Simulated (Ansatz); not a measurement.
# FH3Si: the cost of one run

Method: UKS B3LYP-D4/def2-SVP, in Ansatz 0.2.0.

## Step 1: The system as given

Bond lengths: Si1–F2 2.005 Å, Si1–H4 1.459 Å, Si1–H5 1.459 Å. Angles: F2–Si1–H4 97.4°, F2–Si1–H5 98.7°, H4–Si1–H5 107.2°.

As a file:

```xyz
5

Si   -0.5631   -0.1645    0.2292
F     1.2414    0.0117   -0.6265
H     0.6994   -1.0604   -0.8084
H    -0.1684    0.2173    1.5810
H    -1.2094    0.9958   -0.3754
```

## Step 2: A restrained relaxation towards end A

Springs on the bonds that form and break draw the guess towards this end; the thresholds are loose.

input.yaml reads:

```yaml
crystal:
  periodic: [false, false, false]
  atoms:
    - { symbol: Si, position_ang: [-0.5631, -0.1645, 0.2292] }
    - { symbol: F, position_ang: [1.2414, 0.0117, -0.6265] }
    - { symbol: H, position_ang: [0.6994, -1.0604, -0.8084] }
    - { symbol: H, position_ang: [-0.1684, 0.2173, 1.581] }
    - { symbol: H, position_ang: [-1.2094, 0.9958, -0.3754] }
magnetization:
  spin_polarized: true
basis:
  gaussian: { orbitals: def2-SVP }
hamiltonian:
  xc: b3lyp
  dispersion: d4
relax:
  f_tol: 0.15
  max_steps: 25
  restrain:
    - { distance: [2, 1], at: 2.18, k: 30.0 }
    - { distance: [0, 1], at: 1.68, k: 30.0 }
    - { distance: [0, 2], at: 1.42, k: 30.0 }
```

Command:

```sh
$ ansatz run input.yaml --threads 1 --pin off --max-ram 2048MiB --backend cpu --events-out ev --progress --plain --runs-dir out
```

Q: Estimate wall time and peak memory on 1 thread of Intel Xeon at 2.70GHz, shared host.

About 9.8 s, with a peak of 0.12 GiB.
